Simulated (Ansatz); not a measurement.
Ideal-gas functions of `[F][Mg][SH]` at 600 K and 1 bar, from an Ansatz frequency run at PBE0-D4/def2-TZVP.

Molar mass 76.38 g/mol, point group Cs (symmetry number 1), electronic degeneracy 1, moments of inertia 1.762, 206.665, 208.427 u Å². Harmonic wavenumbers (cm⁻¹, unscaled): 123, 133, 373, 544, 774, 2699.

Use S(trans) = R[1.5 ln M + 2.5 ln T − 1.1517]; rotational temperatures θ = 24.2544 K / I; S(rot) = R[ln(√π/σ · √(T³/θAθBθC)) + 1.5]; for each mode x = 1.438777 ν̃/T, S = R[x/(eˣ − 1) − ln(1 − e⁻ˣ)] and H = RT x/(eˣ − 1); 1 cm⁻¹ = 0.0119627 kJ/mol; R = 8.31446 J/(mol·K).

Problem. By hand: the entropy, in J/(mol·K).

Solution. Translation 177.5. Rotation: θ = 13.7653, 0.1174, 0.1164 K, giving 104.0. Vibration, mode by mode: 18.50, 17.85, 9.51, 6.67, 4.27, 0.10, in all 56.9. Electronic 0.0. Sum 338.4 J/(mol·K).

Problem. By hand: H − E and G − E in kJ/mol, counted from the electronic energy.

Solution. Zero-point energy ½ × 4646 × 0.0119627 = 27.8; thermal vibration 15.8; translation, rotation and pV give 4 RT = 20.0. H − E = 63.6 kJ/mol, and G − E = 63.6 − 600 × 338.4/1000 = -139.4 kJ/mol.

Vibration gives 17 % of the entropy, 36.3 J/(mol·K) of it from the modes under 150 cm⁻¹: soft modes count most, and the harmonic formula is weakest for them. The sum counts one conformer and one mirror image; others add a mixing term.
